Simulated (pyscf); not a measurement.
Optimised with ωB97X-D3(BJ)/def2-SVP in PySCF.

PBE/def2-TZVP puts the barrier of H₂N–SiH(Cl)–Cl (SMILES N[SiH](Cl)Cl) + HF (SMILES F) → H₂N–Si(F)(Cl)–Cl (SMILES N[Si](F)(Cl)Cl) + H₂ (SMILES [H][H]) (four-centre exchange; singlet surface; H–Si, F–H broken, F–Si, H–H formed) at 0.86 eV and the reaction energy at -1.30 eV, from the separated reactants. What do r²SCAN/def2-TZVP, PBE0-D3(BJ)/def2-TZVP, ωB97M-D3(BJ)/def2-TZVP give on the same structures?

r²SCAN: ΔE‡ = 0.88 eV, ΔE = -1.45 eV; PBE0-D3(BJ): ΔE‡ = 1.01 eV, ΔE = -1.28 eV; ωB97M-D3(BJ): ΔE‡ = 1.08 eV, ΔE = -1.36 eV. PBE's barrier lies under all of them, by 0.02 to 0.22 eV. Its reaction energy lies among theirs. The same reactants have a lower exit, to NH₃ + F–SiH(Cl)–Cl (barrier +0.29 eV at ωB97M-D3(BJ), against +1.08 eV here). This is the saddle that the search found; another between the same sides may lie lower.
